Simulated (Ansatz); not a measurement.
Job for Ansatz (a quantum-chemistry and plane-wave program): R-PBE/def2-TZVPP on formic acid (SMILES O=CO), atoms moved off the minimum.

Ansatz 0.2 input:
```yaml
crystal:
  periodic: [false, false, false]
  atoms:
    - {symbol: O, position_ang: [0.82696159, -0.75632663, -0.02561539]}
    - {symbol: C, position_ang: [-0.41280808, -0.14761922, 0.01728248]}
    - {symbol: O, position_ang: [-0.62909690, 0.98867433, 0.04729291]}
    - {symbol: H, position_ang: [1.49352229, -0.01638608, -0.01983991]}
    - {symbol: H, position_ang: [-1.16302941, -0.93886378, 0.01912648]}
basis:
  gaussian:
    orbitals: def2-TZVPP
hamiltonian:
  xc: {name: PBE}
scf: {lower_state_search: off}
output: {forces: true}
```

The head of its log:

```
WARN ansatz: RAYON_NUM_THREADS=1 ignored (pool sized by the plan → 1); use --threads N
Functional definition: PBE
these checks for a lower state are left out or cut short: stability, starts, cluster_reference, orbital_swaps, neighbouring_geometries, increment
integrals: 0.03 GiB planned
600 factors; their error is unknown
mean field: 0.28 GiB planned
mean field evaluation 1: about -5154.4545 eV, gradient 6.1e1 eV
mean field evaluation 2: about -5139.1643 eV, gradient 1.1e2 eV
```

**Question.** What total energy does the run end on?

**Answer.** -189.6428 hartree.
